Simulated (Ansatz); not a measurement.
**Exact exchange and the HOMO–LUMO gap of C6H6 (fulvene)**

C6H6 has 12 atoms, charge 0, and is taken as a singlet. As SMILES, `C=C1C=CC=C1`. The shape is that of a PBE0-D4/def2-TZVP optimisation.

The HOMO–LUMO gap y, in eV, basis def2-SVP; a is the functional's share of exact exchange. Programs: Ansatz 0.2.0.

| functional | program | a | y (eV) |
| --- | --- | --- | --- |
| r2SCAN | Ansatz | 0 | 2.84 |
| PBE | Ansatz | 0 | 2.59 |
| B3LYP | Ansatz | 0.2 | ? |
| PBE0 | Ansatz | 0.25 | 4.51 |
| BHLYP | Ansatz | 0.5 | 6.44 |

**Question.** Fit y = c + s·a to the known rows and predict B3LYP.

**Answer.** 
1. Means of the 4 rows: a = 0.1875, y = 4.095.
2. Σ(Δa)² = 0.17188, Σ(Δa·Δy) = 1.2763, so the slope is 1.2763/0.17188 = 7.4255.
3. Intercept: 4.095 − (7.4255) × 0.1875 = 2.703. The largest residual of the fit is 0.14.
4. B3LYP: 2.703 + (7.4255) × 0.2 = 4.19 eV.

The run gave 4.12 eV, so the prediction is off by +0.07 eV, within the scatter of the fit. Exact exchange lowers occupied levels and raises empty ones. The rows mix families of semi-local functionals, which the line can't see.
